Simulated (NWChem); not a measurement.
Molecule: SiH2, triplet; SMILES of the neutral closed-shell parent [SiH2]

```xyz
3

Si     0.0000     0.0000     0.1384
H      1.2983     0.0000    -0.6252
H     -1.2983     0.0000    -0.6252
```
Atoms are numbered in this order, from 1.

Level: PBE-D3(BJ)/def2-SVP, spin-unrestricted (NWChem), optimised geometry, unscaled harmonic frequencies. In the optimisation the excess spin sits in a1 and b2 (C2v, its own frame). This spin state was assumed; another may lie lower.

```csv
frequency (cm⁻¹),IR intensity (km/mol)
845,60.0
2103,9.8
2177,70.5
```

```yaml
zero_point_energy: 7.3 kcal/mol
thermal correction to the enthalpy at 298.15 K (with zero-point energy): 9.7 kcal/mol
heat capacity Cv: 6.6 cal/(mol K)
"entropy at 298.15 K and 1 atm (symmetry number 2, electronic part: spin degeneracy alone)": 51.5 cal/(mol K)
dipole_moment: 0.02 D
```

Rigid rotor and harmonic oscillator.
